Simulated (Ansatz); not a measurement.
**SiO, triplet: reading a ladder of total energies**

Geometry: that of the SiO, singlet, kept fixed. The singlet lies 4.4 eV lower here.

```xyz
2

Si    0.0000    0.0000    0.0000
O     0.0000    0.0000    1.5088
```

Basis cc-pVDZ; Ansatz 0.2.0. Correlated methods freeze the noble-gas cores, which leaves 10 electrons in 26 orbitals. R marks a restricted (for open shells ROHF) determinant.

Full CI isn't at hand for all of this; RCCSDT(Q) serves as the reference, and is uncertain by about the last step of the cluster series.

The cluster runs stand on a determinant 0.44 eV above the lowest RHF solution, chosen by trial CCSD; the correlation energy below is counted from it.

Runs differ by some tens of microhartree through their thresholds and, for an open shell, their frozen cores, so steps under 0.03 kcal/mol mean nothing.

```csv
level,total energy (hartree)
RHF determinant under the cluster runs,-363.647383
RMP2,-363.903218
RCCSD,-363.908395
RCCSD(T),-363.920306
RCCSDT,-363.921148
RCCSDT(Q),-363.922123
```

Q: What is the correlation energy at RCCSDT(Q), and what share of it do RMP2 and RCCSD(T) recover?

A: E(corr) = -363.922123 − (-363.647383) = -0.274740 hartree = -7.476 eV. RMP2: -0.255835 / -0.274740 = 93.12 %. RCCSD(T): -0.272923 / -0.274740 = 99.34 %.

Q: By how many kcal/mol does RCCSD(T) miss RCCSDT(Q) (1 hartree = 627.509 kcal/mol), and which steps make up the rest?

A: -363.920306 − (-363.922123) = 0.001817 hartree = 1.14 kcal/mol. Steps: RCCSDT − RCCSD(T) = -0.53, RCCSDT(Q) − RCCSDT = -0.61 kcal/mol. Differences between like states or geometries often cancel part of this.
